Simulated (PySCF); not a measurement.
# NaH⁺: frontier orbitals

r²SCAN at R = 2.588 Å; PySCF, no relativity, basis sets Na pcseg-2, H pcseg-2. State: ²Σ⁺ (doublet), unpaired electrons σ ↑. Only the outer orbitals are listed, counted within each symmetry.

```csv
spin,orbital,occ.,ε (eV),on Na (%),main shells (%)
α,1π,1,-37.13,100,100 Na p
α,1π,1,-37.13,100,100 Na p
α,3σ,1,-37.12,100,100 Na p
α,4σ,1,-13.71,5,95 H s
α,5σ,0,-5.92,100,100 Na s
α,2π,0,-3.46,99,99 Na p
α,2π,0,-3.46,99,99 Na p
β,1π,1,-37.13,100,100 Na p
β,1π,1,-37.13,100,100 Na p
β,3σ,1,-37.12,100,100 Na p
β,4σ,0,-7.80,35,"64 H s, 27 Na s"
β,5σ,0,-5.35,81,"75 Na s, 19 H s"
β,2π,0,-3.75,100,100 Na p
```

**Question.** Which are the highest filled and the lowest empty level, where do they sit, and how wide is the gap?

**Answer.** Highest filled α 4σ at -13.71 eV (in %: 95 H s); lowest empty β 4σ at -7.80 eV (in %: 64 H s, 27 Na s); the gap at r²SCAN is 5.91 eV.

The bond order (Mayer) is 0.10. The ⟨S²⟩ is 0.750, the charge on Na (Mulliken, basis-dependent) is 0.95 and the charge on Na (Löwdin, basis-dependent) is 0.90. The dipole moment (positive dipole points towards H; it is taken about the centre of mass and depends on that origin) is -0.05 D.

The state was picked by a PBE0 search and need not be the measured ground state.
